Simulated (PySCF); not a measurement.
## Dipole moment and polarisability of `C/C=C\CC#N`

Compound: C₅H₇N.
Structure used (GFN2-xTB), in Å, numbered top down from 1:
```
atom  x, y, z in Å
C1     1.8149    0.0185   -0.2215
C2     0.8033   -0.6739    0.6289
C3    -0.4869   -0.4019    0.7467
C4    -1.2425    0.6857    0.0294
C5    -2.0747    0.0969   -0.9918
N6    -2.7276   -0.3890   -1.7942
H7     2.2206   -0.6856   -0.9480
H8     2.6427    0.3647    0.3972
H9     1.4046    0.8666   -0.7615
H10    1.2038   -1.4948    1.2108
H11   -1.1004   -1.0116    1.3964
H12   -1.8914    1.2190    0.7316
H13   -0.5709    1.4060   -0.4418
```

Level: B3LYP/def2-SVPD (PySCF), static field, nuclei fixed, core orbitals frozen in the response. The polarisability tensor in these axes (au):

```
x   80.68 -0.99  6.55
y   -0.99 53.42  0.13
z    6.55  0.13 58.79
```

Problem. Diagonalise the tensor; give its mean and Δα, where Δα² is half the sum of the squared differences of the eigenvalues.

Solution. Principal values 53.35, 57.02 and 82.52 au; mean 64.30 au = 9.53 Å³ = 10.60 × 10⁻⁴⁰ C²·m²/J; Δα = 27.52 au (43 % of the mean).

Problem. What is the dipole moment, and where does it point?

Solution. (2.93, 1.45, 2.67) D, 4.22 D in size, pointing from the negative to the positive side. Measured along this direction, the outermost atoms are N6 at the negative end and H8 at the positive end.

Problem. Traceless (Buckingham) quadrupole moment about the centre of nuclear charge: eigenvalues?

Solution. -14.86, 6.38, 8.48 D·Å. The values depend on the origin, since the dipole doesn't vanish. The electronic extent ⟨r²⟩ about the same centre is 712 bohr², a root-mean-square distance of 2.13 Å for the 44 electrons.

Problem. Refractivity n − 1 of an ideal gas of it at 500 K and 1 atm, from the electronic α?

Solution. N = p/kT = 1.4678 × 10¹⁹ cm⁻³, so n − 1 = 2π × N × 9.53 × 10⁻²⁴ cm³ = 879 × 10⁻⁶ at long wavelengths.

Problem. Form Σ f/ω² (atomic units) for the 8 lowest TDDFT singlets, given as eV and f, and set it beside the mean polarisability, which is this sum over all singlets: 6.74, 0.0433; 7.05, 0.1951; 7.24, 0.0743; 7.49, 0.0191; 7.57, 0.0054; 7.66, 0.0017; 7.77, 0.0251; 7.84, 0.1565.

Solution. They add up to 7.20 au, 11.2 % of the 64.30 au; the largest single term is 2.91 au, from the state at 7.05 eV. Terms in order: 0.71, 2.91, 1.05, 0.25, 0.07, 0.02, 0.31, 1.88 au. Higher excitations give the rest. The strengths listed sum to 0.520.

Problem. Along which axes do the principal values lie, and how far do the nuclei extend along each?

Solution. Largest value along (0.96, -0.03, 0.27), where the nuclei span 5.73 Å; middle along (-0.26, 0.11, 0.96), 3.08 Å; least along (0.06, 0.99, -0.09), 2.93 Å. 

Problem. How large is μ²/3kT at 500 K beside α?

Solution. In Gaussian units μ²/3kT = 86.02 Å³ against 9.53 Å³, a ratio of 9.03; the Debye molar polarisation (4π/3)N_A(α + μ²/3kT) is 241.0 cm³/mol, leaving out the vibrational part.

One conformer (not necessarily the lowest) at the GFN2-xTB geometry, without solvent, vibrations or thermal averaging.

The run behind these numbers computed excited states as well. The run took 21 s wall on one thread, Arm Neoverse V2 (shared host).
